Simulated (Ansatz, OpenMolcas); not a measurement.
C4H10S (isobutyl mercaptan): a line through the functionals

C4H10S has 15 atoms, charge 0, and is taken as a singlet. As SMILES, `CC(C)CS`. The coordinates come from a PBE0-D4/def2-TZVP relaxation. This is one conformer, not always the lowest.

The HOMO–LUMO gap y, in eV, basis 6-31G(d); a is the functional's share of exact exchange. Programs: Ansatz 0.2.0, OpenMolcas 26.06.

| functional | program | a | y (eV) |
| --- | --- | --- | --- |
| r2SCAN | Ansatz | 0 | 5.91 |
| TPSS | OpenMolcas | 0 | 5.69 |
| B3LYP | Ansatz | 0.2 | 7.17 |
| r2SCAN0 | Ansatz | 0.25 | ? |
| PBE0 | Ansatz | 0.25 | 7.67 |
| BHLYP | Ansatz | 0.5 | 9.88 |

Task: Fit y = c + s·a to the known rows and predict r2SCAN0.

Result: 
1. Means of the 5 rows: a = 0.1900, y = 7.264.
2. Σ(Δa)² = 0.172, Σ(Δa·Δy) = 1.3907, so the slope is 1.3907/0.172 = 8.0855.
3. Intercept: 7.264 − (8.0855) × 0.1900 = 5.728. The largest residual of the fit is 0.18.
4. r2SCAN0: 5.728 + (8.0855) × 0.25 = 7.75 eV.

The run gave 7.99 eV, so the prediction is off by -0.24 eV, about the scatter of the fit. Exact exchange lowers occupied levels and raises empty ones. The rows mix families of semi-local functionals, which the line can't see.
